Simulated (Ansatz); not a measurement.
Relaxation of CH₆BCl (9 atoms, charge 0, multiplicity 1), to a largest force component of 0.03 eV/Å in at most 50 steps.

These are results of RKS B3LYP-D4/def2-SVP (Ansatz), not measurements.

```xyz
9
Properties=species:S:1:pos:R:3:forces:R:3
B -0.023 0.132 0.267 -0.02 0.16 0.58
C -0.023 0.216 1.848 0.00 0.31 -0.38
H -0.987 -0.057 2.305 0.01 -0.01 -0.01
H 0.793 -0.359 2.311 0.00 0.00 0.00
H 0.158 1.279 2.108 0.01 -0.01 0.00
H 0.975 -0.025 -0.382 0.07 -0.01 -0.03
Cl -1.500 0.447 -0.645 -0.05 0.02 -0.03
H -0.209 -2.253 0.380 -0.24 -0.87 -1.55
H -0.115 -1.952 1.025 0.21 0.41 1.44
```

Q: Where does it end, and by what steps?

A: The forces met the threshold. The force dipped under the threshold on the way, but the program's further checks kept it going. After 19 steps the energy has fallen by 0.196 eV; H9 moved furthest, 1.15 Å.

```json
{"step": "0", "energy less start (eV)": "0.0000", "largest force component (eV/Å)": "1.550", "accepted": "yes"}
{"step": "1", "energy less start (eV)": "-0.1231", "largest force component (eV/Å)": "0.232", "accepted": "yes"}
{"step": "2", "energy less start (eV)": "-0.1571", "largest force component (eV/Å)": "0.329", "accepted": "yes"}
{"step": "3", "energy less start (eV)": "-0.1539", "largest force component (eV/Å)": "0.655", "accepted": "no"}
{"step": "4", "energy less start (eV)": "-0.1703", "largest force component (eV/Å)": "0.106", "accepted": "yes"}
{"step": "5", "energy less start (eV)": "-0.1775", "largest force component (eV/Å)": "0.058", "accepted": "yes"}
{"step": "6", "energy less start (eV)": "-0.1839", "largest force component (eV/Å)": "0.072", "accepted": "yes"}
{"step": "7", "energy less start (eV)": "-0.1862", "largest force component (eV/Å)": "0.042", "accepted": "yes"}
{"step": "8", "energy less start (eV)": "-0.1473", "largest force component (eV/Å)": "1.192", "accepted": "no"}
{"step": "9", "energy less start (eV)": "-0.1894", "largest force component (eV/Å)": "0.037", "accepted": "yes"}
{"step": "10", "energy less start (eV)": "-0.1804", "largest force component (eV/Å)": "0.608", "accepted": "no"}
{"step": "11", "energy less start (eV)": "-0.1910", "largest force component (eV/Å)": "0.029", "accepted": "yes"}
{"step": "12", "energy less start (eV)": "-0.1916", "largest force component (eV/Å)": "0.160", "accepted": "yes"}
{"step": "13", "energy less start (eV)": "-0.1938", "largest force component (eV/Å)": "0.018", "accepted": "yes"}
{"step": "14", "energy less start (eV)": "-0.1914", "largest force component (eV/Å)": "0.327", "accepted": "no"}
{"step": "15", "energy less start (eV)": "-0.1943", "largest force component (eV/Å)": "0.084", "accepted": "yes"}
{"step": "16", "energy less start (eV)": "-0.1942", "largest force component (eV/Å)": "0.164", "accepted": "no"}
{"step": "17", "energy less start (eV)": "-0.1951", "largest force component (eV/Å)": "0.031", "accepted": "yes"}
{"step": "18", "energy less start (eV)": "-0.1955", "largest force component (eV/Å)": "0.015", "accepted": "yes"}
{"step": "19", "energy less start (eV)": "-0.1959", "largest force component (eV/Å)": "0.025", "accepted": "yes"}
```

```xyz
9
Properties=species:S:1:pos:R:3
B 0.003 0.389 0.343
C -0.036 0.503 1.894
H -1.030 0.376 2.346
H 0.663 -0.232 2.334
H 0.367 1.491 2.186
H 1.030 0.454 -0.284
Cl -1.466 0.171 -0.611
H -0.485 -2.673 0.292
H 0.022 -3.051 0.717
```

Whether the end is a true minimum wasn't checked by a vibrational analysis.

Time of the run: 110 s on 1 thread of AMD EPYC 7571 (shared host), peak memory 0.15 GiB.
